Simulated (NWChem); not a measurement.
# C2H3N (SMILES C=C[N]) at 5 levels

We compute a comparison of 5 runs (UHF/STO-3G, UHF/3-21G, UB3LYP/6-31G*, UCCSD(T)/def2-SVP) of C2H3N. 

The results are computed with NWChem 7.3.0.

### 1 The molecule

The species is C2H3N (6 atoms), meant as a triplet with charge 0. As SMILES, `C=C[N]`. The shape is that of a GFN2-xTB optimisation.

Bond lengths: C1–C2 1.391 Å, C2–N3 1.261 Å, C1–H4 1.075 Å, C1–H5 1.074 Å, C2–H6 1.103 Å. Angles: C1–C2–N3 128.2°, C1–C2–H6 115.5°, N3–C2–H6 116.3°, C2–C1–H4 119.7°, C2–C1–H5 121.3°, H4–C1–H5 119.0°.

### 2 Energy and gradient at UHF/STO-3G (run 1)

The input, c2h3n.nw:

```
start c2h3n
title "C2H3N hf"
memory total 2200 mb
charge 0

geometry units angstroms noautosym nocenter noautoz
  C    -0.445500   -0.098960   -0.560660
  C     0.413230    0.095320    0.516630
  N     0.920770   -0.774650    1.274960
  H    -0.747290   -1.095800   -0.827230
  H    -0.816850    0.729400   -1.134860
  H     0.675640    1.144680    0.731170
end

basis spherical bse
  C library STO-3G
  N library STO-3G
  H library STO-3G
end

scf
  triplet
  uhf
  thresh 1e-08
  maxiter 80
end

task scf gradient
```

Started as:

```console
$ nwchem c2h3n.nw > c2h3n.out
```

Log:

```text
[...]
  functions       =    18
[...]
  wavefunction    = UHF
[...]
         Total SCF energy =   -130.221597782289
      One electron energy =   -292.825699451882
      Two electron energy =    103.717696620303
 Nuclear repulsion energy =     58.886405049290
                       Sz =      1.0000
                 Sz(Sz+1) =      2.0000
                      S^2 =      2.3061
[...]
                         UHF ENERGY GRADIENTS
    atom               coordinates                        gradient
                 x          y          z           x          y          z
   1 C      -0.841873  -0.187007  -1.059494    0.014333   0.013246   0.016863
   2 C       0.780891   0.180129   0.976289    0.039183  -0.133878   0.066030
   3 N       1.740003  -1.463876   2.409325   -0.060594   0.113682  -0.091502
   4 H      -1.412173  -2.070762  -1.563238    0.004051   0.004918   0.004655
   5 H      -1.543623   1.378366  -2.144574    0.002195  -0.004168   0.003348
   6 H       1.276774   2.163132   1.381711    0.000832   0.006200   0.000607
[...]
```

It took 1.1 s on 1 thread of Intel Xeon 6975P-C (Granite Rapids), shared host; peak memory 0.096 GiB.

### 3 Energy and forces at UHF/3-21G (run 2)

The input, run.py:

```python
from ase import Atoms
from ase.calculators.nwchem import NWChem

system = Atoms(['C', 'C', 'N', 'H', 'H', 'H'], positions=[
    [-0.445500, -0.098960, -0.560660],
    [0.413230, 0.095320, 0.516630],
    [0.920770, -0.774650, 1.274960],
    [-0.747290, -1.095800, -0.827230],
    [-0.816850, 0.729400, -1.134860],
    [0.675640, 1.144680, 0.731170],
])

calc = NWChem(
    label='c2h3n',
    theory='scf',
    memory='2200 mb',
    basis='3-21G',
    basispar='spherical bse',
    scf={'nopen': '2', 'uhf': None, 'thresh': '1e-08', 'maxiter': '80'},
)
system.calc = calc

forces = system.get_forces()
print("Total energy (eV):", round(system.get_potential_energy(), 6))
print("forces (eV/A):")
for s, f in zip(system.symbols, forces):
    print(f"{s:2s} {f[0]:10.5f} {f[1]:10.5f} {f[2]:10.5f}")
```

Started as:

```console
$ export ASE_NWCHEM_COMMAND="nwchem PREFIX.nwi > PREFIX.nwo"
$ python run.py
```

Log:

```text
Total energy (eV): -3568.215838
forces (eV/A):
C    -0.30159   -0.50029   -0.33023
C    -0.96823    3.70527   -1.65852
N     1.33610   -2.68027    2.03148
H    -0.04931    0.13622   -0.08233
H     0.07734   -0.11210    0.10999
H    -0.09431   -0.54888   -0.07040
```

The calculator wrote c2h3n.nwi:

```
title "c2h3n"

permanent_dir c2h3n

scratch_dir c2h3n

start c2h3n

geometry units angstrom nocenter noautosym noautoz
  C  -4.4550000000000001e-01 -9.8960000000000006e-02 -5.6066000000000005e-01
  C  4.1322999999999999e-01 9.5320000000000002e-02 5.1663000000000003e-01
  N  9.2076999999999998e-01 -7.7464999999999995e-01 1.2749600000000001e+00
  H  -7.4729000000000001e-01 -1.0958000000000001e+00 -8.2723000000000002e-01
  H  -8.1684999999999997e-01 7.2940000000000005e-01 -1.1348600000000000e+00
  H  6.7564000000000002e-01 1.1446799999999999e+00 7.3116999999999999e-01
end

memory 2200 mb

basis spherical bse noprint
   * library 3-21G
end

scf
  nopen 2
  uhf
  thresh 1e-08
  maxiter 80
end

task scf gradient
```

c2h3n.nwo:

```text
Northwest Computational Chemistry Package (NWChem) 7.3.0
             --------------------------------------------------------

           Job information
           ---------------

    nwchem branch   = 7.3.0
    use scalapack   = T
    input           = c2h3n.nwi
    prefix          = c2h3n.
    data base       = c2h3n/c2h3n.db
    status          = startup
    nproc           =        1

           Memory information
           ------------------

    heap     =     72089596 doubles =      550.0 Mbytes
    stack    =     72089601 doubles =      550.0 Mbytes
    global   =    144179200 doubles =     1100.0 Mbytes (distinct from heap & stack)
    total    =    288358397 doubles =     2200.0 Mbytes
    verify   = yes
    hardfail = no

[... 38 lines left out ...]
            Nuclear Dipole moment (a.u.)
[... 81 lines left out ...]
 1-e energy   =    -291.702217
[... 7 lines left out ...]
         Quadratically convergent UHF
[... 16 lines left out ...]
       Final UHF  results
[... 3 lines left out ...]
      One electron energy =   -292.897410111534
[... 1 line left out ...]
 Nuclear repulsion energy =     58.886405049290
[... 34 lines left out ...]
          Final beta eigenvalues
[... 192 lines left out ...]
                     UHF Final Beta Molecular Orbital Analysis
[... 255 lines left out ...]
                 ----------------------------------------
                 |  Time  |  1-e(secs)   |  2-e(secs)   |
                 ----------------------------------------
                 |  CPU   |       0.00   |       0.06   |
                 ----------------------------------------
                 |  WALL  |       0.00   |       0.06   |
                 ----------------------------------------

 Task  times  cpu:        0.6s     wall:        0.6s
 Total times  cpu:        0.6s     wall:        0.6s
```

Run time: 1.6 s. Hardware: 1 thread of Intel Xeon 6975P-C (Granite Rapids), shared host; peak memory 0.098 GiB.

Run 3 isn't shown in full; the table further down has it.

### 4 Energy and gradient at UB3LYP/6-31G(d) (Cartesian functions) (run 4)

The input, run.py:

```python
from ase import Atoms
from ase.calculators.nwchem import NWChem

mol = Atoms(['C', 'C', 'N', 'H', 'H', 'H'], positions=[
    [-0.445500, -0.098960, -0.560660],
    [0.413230, 0.095320, 0.516630],
    [0.920770, -0.774650, 1.274960],
    [-0.747290, -1.095800, -0.827230],
    [-0.816850, 0.729400, -1.134860],
    [0.675640, 1.144680, 0.731170],
])

calc = NWChem(
    label='c2h3n',
    theory='dft',
    memory='2200 mb',
    basis='6-31G*',
    dft={'xc': 'b3lyp', 'mult': '3', 'grid': 'xfine', 'convergence': 'energy 1e-08', 'iterations': '100', 'mulliken': None},
)
mol.calc = calc

forces = mol.get_forces()
print(f"energy = {mol.get_potential_energy():.6f} eV")
print("forces (eV/A):")
for s, f in zip(mol.symbols, forces):
    print(f"{s:2s} {f[0]:10.5f} {f[1]:10.5f} {f[2]:10.5f}")
```

Started as:

```console
$ export ASE_NWCHEM_COMMAND="nwchem PREFIX.nwi > PREFIX.nwo"
$ python run.py
```

Log:

```text
energy = -3609.640826 eV
forces (eV/A):
C    -0.24091   -0.39209   -0.26575
C    -0.38335    1.97605   -0.70397
N     0.80244   -1.63754    1.21999
H    -0.15349   -0.31820   -0.16090
H    -0.10747    0.28282   -0.17345
H     0.08279    0.08891    0.08408
```

The calculator wrote c2h3n.nwi:

```
title "c2h3n"

permanent_dir c2h3n

scratch_dir c2h3n

start c2h3n

geometry units angstrom nocenter noautosym noautoz
  C  -4.4550000000000001e-01 -9.8960000000000006e-02 -5.6066000000000005e-01
  C  4.1322999999999999e-01 9.5320000000000002e-02 5.1663000000000003e-01
  N  9.2076999999999998e-01 -7.7464999999999995e-01 1.2749600000000001e+00
  H  -7.4729000000000001e-01 -1.0958000000000001e+00 -8.2723000000000002e-01
  H  -8.1684999999999997e-01 7.2940000000000005e-01 -1.1348600000000000e+00
  H  6.7564000000000002e-01 1.1446799999999999e+00 7.3116999999999999e-01
end

memory 2200 mb

basis noprint
   * library 6-31G*
end

dft
  xc b3lyp
  mult 3
  grid xfine
  convergence energy 1e-08
  iterations 100
  mulliken
end

task dft gradient
```

c2h3n.nwo:

```text
Northwest Computational Chemistry Package (NWChem) 7.3.0
             --------------------------------------------------------

           Job information
           ---------------

    nwchem branch   = 7.3.0
    use scalapack   = T
    input           = c2h3n.nwi
    prefix          = c2h3n.
    data base       = c2h3n/c2h3n.db
    status          = startup
    nproc           =        1

           Memory information
           ------------------

    heap     =     72089596 doubles =      550.0 Mbytes
    stack    =     72089601 doubles =      550.0 Mbytes
    global   =    144179200 doubles =     1100.0 Mbytes (distinct from heap & stack)
    total    =    288358397 doubles =     2200.0 Mbytes
    verify   = yes
    hardfail = no

[... 117 lines left out ...]
          Convergence on energy requested:  1.00D-08
[... 26 lines left out ...]
          Convergence Information
[... 30 lines left out ...]
 1-e energy   =    -292.417178
[... 56 lines left out ...]
      One electron energy =     -294.370669456930
[... 8 lines left out ...]
                    DFT Final Alpha Molecular Orbital Analysis
[... 842 lines left out ...]
          Convergence on gradient requested:  5.00D-04
[... 27 lines left out ...]
          total energy or number of iterations.
[... 37 lines left out ...]
                 ----------------------------------------
                 |  Time  |  1-e(secs)   |  2-e(secs)   |
                 ----------------------------------------
                 |  CPU   |       0.00   |       0.42   |
                 ----------------------------------------
                 |  WALL  |       0.00   |       0.42   |
                 ----------------------------------------

 Task  times  cpu:       23.2s     wall:       23.2s
 Total times  cpu:       23.2s     wall:       23.2s
```

Run time: 24 s. Hardware: 1 thread of Intel Xeon 6975P-C (Granite Rapids), shared host; peak memory 0.13 GiB.

### 5 The energy at UCCSD(T)/def2-SVP (run 5)

The input, c2h3n.nw:

```
START c2h3n
TITLE "C2H3N"
memory total 2200 mb

GEOMETRY noautosym nocenter noautoz
   C       -0.445500      -0.098960      -0.560660
   C        0.413230       0.095320       0.516630
   N        0.920770      -0.774650       1.274960
   H       -0.747290      -1.095800      -0.827230
   H       -0.816850       0.729400      -1.134860
   H        0.675640       1.144680       0.731170
END

BASIS spherical bse
   * library def2-SVP
END

SCF
   nopen 2
   uhf
   thresh 1e-08
   maxiter 80
END

TCE
   scf
   ccsd(t)
   freeze core 3
   maxiter 60
END

TASK tce energy
```

Started as:

```console
$ nwchem c2h3n.nw > c2h3n.out
```

Log:

```text
[...]
  functions       =    57
[...]
  wavefunction    = UHF
[...]
         Total SCF energy =   -131.766749004378
      One electron energy =   -293.795033358738
      Two electron energy =    103.141879305070
 Nuclear repulsion energy =     58.886405049290
                       Sz =      1.0000
                 Sz(Sz+1) =      2.0000
                      S^2 =      2.2299
[...]
         Wavefunction type : Unrestricted Hartree-Fock
          No. of electrons :    22
[...]
         Spin multiplicity : triplet
[...]
 CCSD total energy / hartree       =      -132.160318904312135
[...]
 CCSD[T] total energy / hartree       =      -132.173864973107356
[...]
 CCSD(T) total energy / hartree       =      -132.172818898671892
[...]
```

It took 27 s on 1 thread of Intel Xeon 6975P-C (Granite Rapids), shared host; peak memory 0.51 GiB.

### 6 Overview of the runs

| run | level | iteration cap | module | energy (Eh) | dipole moment (D) | HOMO energy (eV) | LUMO energy (eV) | wall time |
| --- | --- | --- | --- | --- | --- | --- | --- | --- |
| 1 | UHF/STO-3G | 80 | scf | -130.221598 | 1.88 | -9.88 | 7.15 | 1.1 s |
| 2 | UHF/3-21G | 80 | scf | -131.129514 | 2.48 | -10.94 | 3.14 | 1.6 s |
| 3 | UB3LYP/6-31G* (spherical functions) | 100 | dft | -132.648376 | 2.55 | -6.71 | -2.76 | 21 s |
| 4 | UB3LYP/6-31G* (Cartesian functions) | 100 | dft | -132.651855 | 2.56 | -6.72 | -2.77 | 24 s |
| 5 | UCCSD(T)/def2-SVP | 80 | tce | -132.172819 | – | -11.03 | 2.63 | 27 s |

### 7 What came out

| quantity | value |
| --- | --- |
| run 5: total energy | -132.17282 Eh |
| run 5: HOMO energy (Hartree–Fock orbitals) (highest over α and β) | -11.03 eV |
| run 5: LUMO energy (Hartree–Fock orbitals) (lowest over α and β) | 2.63 eV |
| run 5: correlation energy (3 core orbitals frozen) | -406.1 mEh |
| run 5: (T) correction | -12.50 mEh |
| run 5: ⟨S²⟩ of the reference determinant | 2.230 |

Over runs 1, 2, 3, 4 the dipole moment (its size) runs from 1.88 D (UHF/STO-3G) to 2.56 D (UB3LYP/6-31G*). The two ends differ in method and basis. In run 1 the basis is minimal, so the values are rough. Spin contamination of the reference: run 1 ⟨S²⟩ = 2.31, run 2 ⟨S²⟩ = 2.24, run 5 ⟨S²⟩ = 2.23. All runs together took 76 s, the longest 27 s.
